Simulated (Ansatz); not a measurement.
CH3Cl, SMILES CCl, a ladder of basis sets

With the Ansatz DFT code, driven from Python.

The cells in order, each with its output:

```python
import ansatz as az
from rdkit import Chem
from rdkit.Chem import AllChem

FUNCTIONAL = 'B3LYP'

# a force-field geometry from the SMILES
rd = Chem.AddHs(Chem.MolFromSmiles('CCl'))
AllChem.EmbedMolecule(rd, randomSeed=439)
AllChem.UFFOptimizeMolecule(rd)
system = az.Crystal.molecule()
for atom, xyz in zip(rd.GetAtoms(), rd.GetConformer().GetPositions()):
    system = system.atom(atom.GetSymbol(), xyz.round(5).tolist())
```

```python
calculation = system.calculation().functional(FUNCTIONAL)
```

```python
energies = {}
for basis in ['cc-pVDZ', 'cc-pVTZ']:
    data = calculation.basis(gaussian=basis).run(threads=1).report
    size = data['n_frozen'] + data['n_occupied'][0] + data['n_virtual'][0]
    energies[basis] = (data['reference_energy_ev'] / 27.211386246, data['free_energy_ev'] / 27.211386246)
    print(f'{basis:14s} {size:4d} orbitals  reference {energies[basis][0]:14.6f} Ha  total {energies[basis][1]:14.6f} Ha')
```

    cc-pVDZ          47 orbitals  reference    -500.127995 Ha  total    -500.127995 Ha
    cc-pVTZ         106 orbitals  reference    -500.163224 Ha  total    -500.163224 Ha

```python
last = energies['cc-pVTZ'][1]
for basis, (_, total) in energies.items():
    print(f'{basis:14s} lies {27.211386 * (total - last):9.4f} eV above cc-pVTZ')
```

    cc-pVDZ        lies    0.9586 eV above cc-pVTZ
    cc-pVTZ        lies    0.0000 eV above cc-pVTZ

Against cc-pVDZ: cc-pVTZ -35.2 mHa. The last step alone is -35.23 mHa. From the first set to the last the time grows from 0.7 to 1.4 s.

Reading the output:
- The drop along the ladder measures the basis error, and is no property of the molecule.
- The geometry is a force-field or estimated start, not a minimum of this method, and the last set is no limit. Much of the fall in a total is atomic energy, which cancels in bond and reaction energies.
- b3lyp holds the VWN-RPA fit, as in Gaussian; the form of ORCA and Turbomole is b3lyp5.
- For Al to Cl the sets with a tight d function, cc-pV(X+d)Z, are usual.
- Run time: 2.8 s on 1 thread of Arm Neoverse V1, on a shared host, peak memory 0.26 GiB.
